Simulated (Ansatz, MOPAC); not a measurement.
# Wurtzite GaN, band gap

Reference value: 3.68 eV (measured, zero-point renormalisation of 0.17 eV added back here (the table's ZPR column); inputs from Chen et al. (2018), doi:10.1103/physrevmaterials.2.073803).

```tsv
level (code)	value (eV)	cell (Å³/atom)	error (eV)
AM1 semi-empirical Hartree-Fock (MOPAC)	6.80	11.42	+3.12
LDA+SOC (Ansatz)	1.91 (direct)	11.42	-1.77
PBE (Ansatz)	1.90 (direct)	11.42	-1.78
PBE-D4 (Ansatz)	1.92	11.40	-1.76
PBE0 (Ansatz)	3.84 (direct)	11.42	+0.16
```

Leaving aside AM1 semi-empirical Hartree-Fock (MOPAC) (doubt noted below): Of the ranked levels PBE0 (+0.16 eV) comes nearest. Once the reference is moved by up to 0.10 eV (a margin picked here for doubts on the reference and the settings) and values within 0.03 eV count as equal, the farthest can be PBE (-1.78 eV), LDA+SOC (-1.77 eV) or PBE-D4 (-1.76 eV). Of the ranked levels only PBE0 lands within 0.5 eV.

Density-functional gaps are differences of (generalised) Kohn–Sham levels of a static lattice; semilocal ones lie below quasiparticle gaps as a rule. Measured gaps hold zero-point and thermal shifts unless a correction is named. Levels without +SOC have no spin–orbit coupling; where heavier elements are present it shifts gaps, mostly down, and can invert bands.  AM1 semi-empirical Hartree-Fock (MOPAC), PBE-D4, PBE0: the gap is read on the k mesh or supercell of the run alone and can be too large. AM1 semi-empirical Hartree-Fock (MOPAC): the method was fitted mainly to molecules. AM1 semi-empirical Hartree-Fock (MOPAC): gaps of these semi-empirical methods are Hartree–Fock-like level differences, and their formation enthalpies are fitted 298 K values. Values are at the measured cell; PBE-D4 at the level's own relaxed cell. Cutoffs and k meshes differ between the levels. Ansatz's density-functional and Hartree–Fock values are scalar-relativistic unless marked +SOC, with PAW data made under PBE.

Differences are worked out from the printed values.

Ansatz is a program for electronic structure.
